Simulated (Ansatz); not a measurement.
Si₂NH₈, doublet: at the end structure of a reaction step.

The input file, in.yaml:

```yaml
crystal:
  periodic: [false, false, false]
  atoms:
    - {symbol: H, position_ang: [-0.657087, -0.659868, -1.513474]}
    - {symbol: Si, position_ang: [0.553100, 1.412167, 0.604004]}
    - {symbol: N, position_ang: [1.959582, 0.457930, 0.323601]}
    - {symbol: Si, position_ang: [-1.620619, -1.246634, -0.545585]}
    - {symbol: H, position_ang: [0.402854, 2.352436, -0.544891]}
    - {symbol: H, position_ang: [0.770172, 2.157628, 1.878580]}
    - {symbol: H, position_ang: [2.078960, -0.006786, -0.562900]}
    - {symbol: H, position_ang: [2.348022, -0.091849, 1.073667]}
    - {symbol: H, position_ang: [-0.892899, -1.758628, 0.641998]}
    - {symbol: H, position_ang: [-2.316453, -2.383941, -1.209402]}
    - {symbol: H, position_ang: [-2.625631, -0.232458, -0.145697]}
basis:
  gaussian: {orbitals: def2-SVP}
magnetization: {spin_polarized: true, initial_magnetization: 1}
correlation: {method: ccsd_t}
scf: {omitted_lower_state_checks: [cluster_reference]}
```

Launched with

```bash
ansatz run in.yaml --threads 4 --pin off --events-out ev --progress --plain --max-ram 9574MiB
```

Output of Ansatz 0.2.0:

```
Functional definition: HF
  name "HF"
  cite "Fock, Z. Phys. 61, 126 (1930) doi:10.1007/BF01340294"
  parent pbe
  exchange = exact_x
  correlation = 0
these checks for a lower state are left out or cut short: cluster_reference
889 factors; integrals over basis functions are off by at most 1.2e-3 eV
mean field evaluation 1: about -17322.9429 eV, gradient 2.1e1 eV
mean field evaluation 2: about -17322.9438 eV, gradient 2.1e1 eV
mean field evaluation 4: about -17325.5187 eV, gradient 2.4e0 eV
mean field evaluation 8: about -17325.5860 eV, gradient 3.7e-4 eV
mean field -17325.58594766 eV, -636.7035398727 hartree, gradient 6.1e-6 eV, S^2 0.754704; 0 other end points of the search recorded, 0 dependent functions left out
11 core orbitals not correlated: weight in the atoms' cores, before any rotation towards them, 1.000 or more for the frozen orbitals, at most 0.000 for the correlated occupied ones
reference -17325.58594766 eV, -636.7035398727 hartree; 11, 10 occupied and 68, 69 virtual orbitals, 889 factors
second order -10.30911814 eV of doubles, -0.00000000 eV of singles
cycle   1  -11.44037267 eV  change    -1.1e0 eV  update   8.5e-2
cycle   2  -11.89560354 eV  change   -4.6e-1 eV  update   2.9e-2
cycle   3  -11.94863695 eV  change   -5.3e-2 eV  update   1.3e-2
cycle   4  -11.94489664 eV  change    3.7e-3 eV  update   5.6e-3
cycle   5  -11.94448623 eV  change    4.1e-4 eV  update   2.7e-3
cycle   6  -11.94447480 eV  change    1.1e-5 eV  update   1.1e-3
cycle   7  -11.94469230 eV  change   -2.2e-4 eV  update   3.1e-4
cycle   8  -11.94483365 eV  change   -1.4e-4 eV  update   1.0e-4
cycle   9  -11.94483575 eV  change   -2.1e-6 eV  update   3.7e-5
cycle  10  -11.94482489 eV  change    1.1e-5 eV  update   1.6e-5
perturbative correction -0.26512603 eV, -0.0097432020 hartree
Total energy: -17337.79589858 eV, -637.1522472928 hartree
Checks for a lower state left out: cluster_reference
```

The lines “mean field evaluation” count trial sets of orbitals through the whole run, from several starts and some on an approximate energy, so they need not fall steadily or lie above the final value.

The run took about 8.5 s on 4 CPU threads of an Intel Xeon (shared host).
